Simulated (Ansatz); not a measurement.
`FC(F)C(Cl)Cl` → `Cl[C]Cl` + `FCF` at 600 K and 1 bar (formal loss of a carbene).

Program: Ansatz. Geometries: PBE0-D4/def2-TZVP. ΔE: electronic, gas phase. CCSD(T)/CBS is the MP2 limit (def2-TZVPP, def2-QZVPP) plus CCSD(T) − MP2 in def2-TZVPP, frozen cores. This one scheme is used for every species. Each species was taken in one conformer, which may not be the lowest.

| species | CCSD(T)/CBS energy (Eh) | H − E (kJ/mol) | S (J/(mol·K)) |
| --- | --- | --- | --- |
| `FC(F)C(Cl)Cl` | -1196.43636 | 164.7 | 417.3 |
| `Cl[C]Cl` | -957.49147 | 37.9 | 299.7 |
| `FCF` | -238.82660 | 113.4 | 283.4 |

H − E and S are ideal-gas, rigid-rotor, harmonic terms from PBE0-D4/def2-TZVP, for one conformer and one mirror image of each species. 1 Eh = 2625.50 kJ/mol, R = 8.31446 J/(mol·K).

Q: By hand: ΔE, ΔH, ΔS and ΔG.

A: ΔE = (-957.49147) + (-238.82660) − (-1196.43636) = 0.11829 Eh = 310.6 kJ/mol. Δ(H − E) = 37.9 + 113.4 − 164.7 = -13.4, so ΔH = 297.2 kJ/mol. ΔS = 299.7 + 283.4 − 417.3 = 165.8 J/(mol·K). ΔG = 297.2 − 600 × (165.8)/1000 = 197.7 kJ/mol.

Q: By hand: the equilibrium constant, and the temperature at which ΔG would vanish if ΔH and ΔS stayed fixed.

A: log₁₀ K = −ΔG/(RT ln 10) = -17.2. ΔG = 0 at ΔH/ΔS = 1793 K.

The number of gas molecules changes by +1, which sets the sign of ΔS. A doubt of 5 kJ/mol in ΔE shifts log₁₀ K by 0.4 here. Other conformers and mirror images would add mixing entropy, several J/(mol·K) or more a flexible species. These are equilibria of isolated gas molecules and say nothing of rates. Largest T1 diagnostic: 0.020 (customary marks: 0.02 for closed shells, 0.045 for open ones).
